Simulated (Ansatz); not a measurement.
# A reaction path, image by image

BNH5F, closed shell, from a complex of BNH₄ ([BH2][NH2]) + HF to BNH₅F ([NH3][BH2][F]); PBE0-D4/def2-SVP (Ansatz 0.2.0). Settings:

```yaml
hamiltonian: {xc: pbe0, dispersion: d4}
neb:
  images: 5
  climbing: true
  max_iterations: 40
  initial_path: idpp
```

First end:

```csv
atom,x (Å),y (Å),z (Å)
B1,0.4551,-0.0887,1.0008
N2,-0.2064,-0.6786,-0.0815
H3,1.6486,-0.0621,0.9958
H4,-0.1979,0.3942,1.8758
H5,-0.3270,0.8942,-1.1493
F6,-0.4513,1.5851,-1.7678
H7,-1.2020,-0.8389,-0.0836
H8,0.2808,-1.2051,-0.7902
```

Second end:

B1  (0.276, 0.645, 0.471)
N2  (-0.239, -0.651, -0.420)
H3  (1.489, 0.605, 0.391)
H4  (-0.167, 0.441, 1.586)
H5  (0.076, -0.561, -1.382)
F6  (-0.304, 1.732, -0.184)
H7  (-1.254, -0.693, -0.422)
H8  (0.122, -1.520, -0.039)
(Å)

The ends were relaxed with PBE0-D4 in triple zeta, so they are not quite minima here (largest force components 0.31 and 0.27 eV/Å).

Energies along the converged band: It took 11 iterations. Path lengths are measured after rigid turns and shifts between images are taken out.
```csv
image,path length (Å),energy (kJ/mol)
0,0.00,0.0
1,0.58,-3.5
2,1.15,2.7
3 (climbing),1.73,30.4
4,2.46,-81.2
5,3.18,-95.4
6,3.91,-98.3
```
Energies count from the first end.

The images between the ends:
Image 1:
```xyz
8
angstrom
B 0.4146 0.0371 0.8815
N -0.2352 -0.7815 -0.0552
H 1.6152 0.1306 0.8287
H -0.2521 0.6234 1.6965
H -0.3184 0.7633 -1.1348
F -0.2696 1.6103 -1.5262
H -1.2251 -0.9943 -0.0001
H 0.2707 -1.3889 -0.6903
```

Image 2:
```xyz
8
angstrom
B 0.3604 0.1625 0.7350
N -0.2577 -0.8321 -0.0587
H 1.5570 0.2821 0.6725
H -0.3266 0.8089 1.4833
H -0.2993 0.6424 -1.1148
F -0.0890 1.5547 -1.2160
H -1.2262 -1.1000 0.0724
H 0.2813 -1.5185 -0.5737
```

Image 3:
```xyz
8
angstrom
B 0.3251 0.3657 0.5506
N -0.3025 -0.7581 -0.2284
H 1.5278 0.3411 0.6450
H -0.3605 0.8650 1.4092
H -0.3117 0.4172 -1.0578
F 0.0321 1.3959 -0.8777
H -1.2048 -1.1027 0.0833
H 0.2945 -1.5240 -0.5240
```

Image 4:
```xyz
8
angstrom
B 0.3298 0.6074 0.4698
N -0.3003 -0.6941 -0.3332
H 1.5013 0.3498 0.7023
H -0.3954 0.8213 1.4294
H -0.4661 -0.1072 -1.1647
F 0.1604 1.5518 -0.5856
H -1.1738 -1.0746 0.0283
H 0.3441 -1.4543 -0.5462
```

Image 5:
```xyz
8
angstrom
B 0.2932 0.6503 0.4745
N -0.2675 -0.6594 -0.3963
H 1.5012 0.4459 0.5641
H -0.3269 0.6127 1.5329
H -0.2315 -0.3815 -1.3790
F -0.0466 1.7196 -0.3525
H -1.2333 -0.8980 -0.1710
H 0.3114 -1.4894 -0.2726
```

The band counts as converged below 0.05 eV/Å. Hardware: 2 CPU threads of an Arm Neoverse V2, shared host. Wall time about 61 s.
